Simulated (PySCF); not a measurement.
Input of a run (B3LYP/6-31+G* geometry optimisation, gas phase (PySCF 2.14.0)), started from GFN2-xTB:
```
{"job": {"xc": "B3LYP", "basis": "6-31+G*", "grid": 1, "kind": "geom"}, "charge": 0, "multiplicity": 1}
C      1.448436    -0.097381     0.473883
C      0.308594    -0.027579     0.099541
C     -1.048884     0.054215    -0.344615
O     -1.850299    -0.838863    -0.309865
H      2.446659    -0.148110     0.799085
H     -1.301383     1.059709    -0.739602
```

Output (energies in Eh, forces in Eh/bohr):
```
step   0  E = -190.65293245  max force = 0.027921
step   1  E = -190.65432576  max force = 0.004885
step   2  E = -190.65424170  max force = 0.003876
step   3  E = -190.65433784  max force = 0.002043
step   4  E = -190.65435586  max force = 0.001114
step   5  E = -190.65435651  max force = 0.000334
optimisation converged
```

**Question.** Summarise the run.

**Answer.** The energy falls by 0.039 eV over 6 energy and gradient evaluations, the largest force component goes from 0.0279 to 3.3e-04 Eh/bohr, and the atoms move by 0.024 Å rms after alignment. Among the bonds, C2–C3, C3=O4 and C1–H5 change most and about equally (+0.017 Å). Bonds longer at the end by more than 0.005 Å: 4 of 5; shorter: 0. Among the angles that change most is C2–C3–H6, from 112.2° to 114.9°. The energy rose by more than 1e-6 Eh at step 2. The first step brought 98 % of the lowering.

**Question.** What are the final bond lengths?

**Answer.** C1≡C2 1.212 Å, C2–C3 1.448 Å, C3=O4 1.217 Å, C1–H5 1.068 Å, C3–H6 1.106 Å. Numbering counts from 1 in the input's order; the species is propynal, `C#CC=O`.

The run used 76 basis functions and 42 SCF cycles in all. Time: 6.1 s wall; peak memory 0.37 GiB. Hardware: Arm Neoverse V1, one thread, no GPU, on a shared host.

Whether it is a minimum is left open (no frequencies).
